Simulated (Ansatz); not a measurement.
C₃H₉P, SMILES `CP(C)C`. The species carries charge 0 and has multiplicity 1. Geometry: relaxed with PBE0-D4/def2-TZVP.

```xyz
13

C     1.348   -0.231    0.868
P    -0.058    0.843    0.365
C     0.089    0.692   -1.462
C    -1.446   -0.330    0.651
H     1.327   -0.377    1.950
H     2.290    0.262    0.618
H     1.319   -1.209    0.378
H     0.155   -0.350   -1.789
H    -0.777    1.158   -1.937
H     0.979    1.226   -1.801
H    -2.372    0.099    0.263
H    -1.578   -0.485    1.724
H    -1.277   -1.299    0.171
```

Task: What is the dipole moment at ωB97M-V/def2-TZVPP? (Estimate.)

Result: The calculation gave: 1.18 D, with components (0.07, -1.08, -0.47) D in this frame, pointing from negative to positive charge.

Task: And with PBE, r2SCAN, B3LYP? (Best estimate.)

Result: Ansatz gave: PBE 1.22 D, r2SCAN 1.29 D, B3LYP 1.18 D.

Task: Give the Mulliken charges with ωB97M-V, r2SCAN, B3LYP in def2-TZVPP. (Estimate.)

Result: The calculation gave: 
```json
{"atom": "C1", "ωB97M-V": "-0.42", "r2SCAN": "-0.25", "B3LYP": "-0.35"}
{"atom": "P2", "ωB97M-V": "0.16", "r2SCAN": "0.15", "B3LYP": "0.15"}
{"atom": "C3", "ωB97M-V": "-0.42", "r2SCAN": "-0.25", "B3LYP": "-0.35"}
{"atom": "C4", "ωB97M-V": "-0.42", "r2SCAN": "-0.25", "B3LYP": "-0.35"}
{"atom": "H5", "ωB97M-V": "0.13", "r2SCAN": "0.07", "B3LYP": "0.10"}
{"atom": "H6", "ωB97M-V": "0.13", "r2SCAN": "0.07", "B3LYP": "0.10"}
{"atom": "H7", "ωB97M-V": "0.11", "r2SCAN": "0.05", "B3LYP": "0.09"}
{"atom": "H8", "ωB97M-V": "0.11", "r2SCAN": "0.05", "B3LYP": "0.09"}
{"atom": "H9", "ωB97M-V": "0.13", "r2SCAN": "0.07", "B3LYP": "0.10"}
{"atom": "H10", "ωB97M-V": "0.13", "r2SCAN": "0.07", "B3LYP": "0.10"}
{"atom": "H11", "ωB97M-V": "0.13", "r2SCAN": "0.07", "B3LYP": "0.10"}
{"atom": "H12", "ωB97M-V": "0.13", "r2SCAN": "0.07", "B3LYP": "0.10"}
{"atom": "H13", "ωB97M-V": "0.11", "r2SCAN": "0.05", "B3LYP": "0.09"}
```

B3LYP here is the variant with VWN-RPA as its local correlation; programs differ in this.
